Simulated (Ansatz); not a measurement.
Species: C₂H₅S, net charge 0, doublet state. It need not be the lowest isomer of its formula. SMILES: CC[S]
Coordinates optimised at B3LYP-D3(BJ)/def2-TZVP (Ansatz, a quantum-chemistry and plane-wave program):
```
C
H 1 1.0952
H 1 1.0952 2 105.16
C 1 1.5217 2 111.58 3 121.13
H 4 1.0903 1 110.85 2 -178.77
H 4 1.0903 5 107.88 1 121.55
H 4 1.0932 5 108.32 6 117.04
S 1 1.8031 2 106.16 3 -112.26
```
Charge 0, spin multiplicity 2.

Question: Give the harmonic wavenumbers at B3LYP-D3(BJ)/def2-TZVP (Ansatz, finite differences of forces, unscaled).

Answer: 225, 333, 470, 664, 902, 978, 1071, 1255, 1282, 1415, 1430, 1488, 1496, 3010, 3021, 3031, 3094, 3113 cm⁻¹. Zero-point energy 40.4 kcal/mol.

Question: From these and the geometry, give the ideal-gas thermochemistry at 298.15 K and 1 atm (rigid rotor, harmonic oscillator).

Answer: Point group Cs, rotational symmetry number 1. Rotational constants 33.36, 5.389, 4.918 GHz. S(trans) 38.25, S(rot) 23.41, S(vib) 4.68, S(elec, spin only) 1.38, S 67.7 cal/(mol K). H(298) - H(0) 3.28 kcal/mol; G - E(el) 23.5 kcal/mol.
